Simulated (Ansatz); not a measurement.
C4H7F can be A, `C=CCCF`, or B, `C/C=C(/C)F`.

Isolated molecules relaxed with PBE0-D4/def2-TZVP in Ansatz; ΔE leaves out vibrations. CCSD(T)/CBS is the MP2 limit (def2-TZVPP, def2-QZVPP) plus CCSD(T) − MP2 in def2-TZVPP, frozen cores. DFT in def2-TZVPP. B3LYP here is the variant with VWN-RPA as its local correlation; programs differ in this. One conformer a species, not always the lowest.

**Question.** Which isomer does CCSD(T)/CBS put lower? Give the gap. (An estimate is asked.)

**Answer.** Ansatz gave: B, by 29.0 kJ/mol.

**Question.** Give E(B) − E(A) in kJ/mol with HF/def2-TZVPP, CCSD(T)/def2-TZVPP, LDA (SPW92), CCSD/def2-TZVPP, CCSD(T)/def2-SVP, B3LYP, ωB97M-V. (An estimate is asked.)

**Answer.** Computed: HF/def2-TZVPP -23.4, CCSD(T)/def2-TZVPP -29.2, LDA (SPW92) -49.5, CCSD/def2-TZVPP -28.0, CCSD(T)/def2-SVP -32.6, B3LYP -34.9, ωB97M-V -34.1. None reverses the order clearly.

**Question.** Does the order hold for the free energy at 298.15 K (harmonic terms from PBE0-D4)? (Estimate.)

**Answer.** Computed: Yes: G(B) − G(A) = -31.5 kJ/mol, for one conformer each.

Largest T1 diagnostic: 0.011.

At CCSD(T), def2-SVP lies −3.6 kJ/mol from the extrapolated value and def2-TZVPP −0.2 kJ/mol. Leaving LDA and LC-ωPBE aside and taking each functional with its dispersion term where it has one, the values, not all of them listed here, spread over 10.0 kJ/mol, from B97M-V to BHLYP-D4. LDA lies −8.2 kJ/mol from PBE without D4.
